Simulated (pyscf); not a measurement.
Structures and frequencies: ωB97X-D3(BJ)/def2-SVP in PySCF.

SMILES: [OH][ZrH]([OH])[OH]
```xyz
8

O     -1.2300    -0.8762     1.2903
Zr    -1.2997     0.0828    -0.3716
O     -0.0889    -0.6130    -1.6898
O     -3.0883     0.2992    -1.0360
H     -1.2443    -1.4480     2.0568
H     -0.6912     1.8069     0.0134
H      0.4531    -1.0616    -2.3375
H     -3.9812     0.2817    -1.3780
```
Charge 0, spin multiplicity 1.

**Question.** What is the homolytic dissociation enthalpy (298 K, ωB97M-D3(BJ)/def2-TZVP) of the H–Zr bond of HO–ZrH(OH)–OH (SMILES [OH][ZrH]([OH])[OH]), to [HO–Zr(OH)–OH]• + H•?

**Answer.** H–Zr to [HO–Zr(OH)–OH]• + H•: 74.5 kcal/mol. The 7 functionals that were run give +68.8 (M06-2X) to +76.3 kcal/mol (ωB97X-D3(BJ)). The radicals are drawn with the spin at the cut bond; how far it spreads was not checked. Other isomers of [HO–Zr(OH)–OH]• were not searched in full and may lie lower. Open-shell species with a d-block atom are single-reference here; other states, and whether the spin sits on metal or ligand, were not checked. Elements past Kr carry the def2 core potentials, without spin-orbit coupling.
